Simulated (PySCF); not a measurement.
Gas-phase reaction: 2 NH₂ + 2 H₃SiNH₂ → 2 SiH₂(NH₂)₂ + H₂

Computed with PySCF and rigid-rotor harmonic-oscillator thermochemistry at 1 bar. † marks an energy on the PBE0/def2-TZVP geometry and frequencies. CCSD(T) freezes the core. Open shells (unrestricted): NH₂ (multiplicity 2); the rest are closed-shell singlets. H₃SiNH₂, SiH₂(NH₂)₂: computed as isolated molecules; such fragments, hydroxides, amides, oligomers or adducts are transient or little studied in the gas. CCSD(T) isn't extrapolated to the basis-set limit.

CCSD(T)/def2-SVP† gives ΔH°(298 K) = -509 kJ.

Q: What do HF/def2-TZVP†, PBE/def2-TZVP†, LDA/def2-TZVP† give?

A: HF/def2-TZVP†: -387 kJ; PBE/def2-TZVP†: -562 kJ; LDA/def2-TZVP†: -683 kJ. For scale, ΔH°(298 K) is -509 kJ at this level, -577 kJ at ωB97M-V/def2-TZVP†, and runs from -683 to -362 kJ over the 20 levels computed.
